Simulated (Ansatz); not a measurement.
A calculation with Ansatz (development build ahead of 0.2.0).

```yaml
crystal:
  periodic: [false, false, false]
  atoms:
    - { symbol: C, position_ang: [0.1702, 0.1478, -0.4717] }
    - { symbol: O, position_ang: [-0.2191, -0.1903, 0.6075] }
    - { symbol: H, position_ang: [0.4726, 1.2017, -0.6995] }
    - { symbol: H, position_ang: [0.2595, -0.5659, -1.3301] }
basis:
  gaussian: { orbitals: def2-SVP }
total_charge: 1
magnetization:
  spin_polarized: true
  initial_magnetization: 1
hamiltonian:
  xc: hf
correlation:
  method: mp2
  frozen_orbitals: { C: 1, H: 0, O: 1 }
output:
  forces: true
```

The input is written out in the form of the current development build from the run's settings.

Results

```
Converged                       : yes
Reference energy                : -113.42931 hartree
Correlation energy              : -0.26215 hartree
Total energy                    : -113.69146 hartree
Spin squared of the determinant : 0.787
Stability test                  : minimum
```

Forces (eV/Å):
| atom | Fx | Fy | Fz |
| --- | --- | --- | --- |
| C1 | 0.061 | 0.052 | -0.173 |
| O2 | 0.162 | 0.140 | -0.447 |
| H3 | -0.082 | 0.146 | 0.396 |
| H4 | -0.141 | -0.339 | 0.224 |
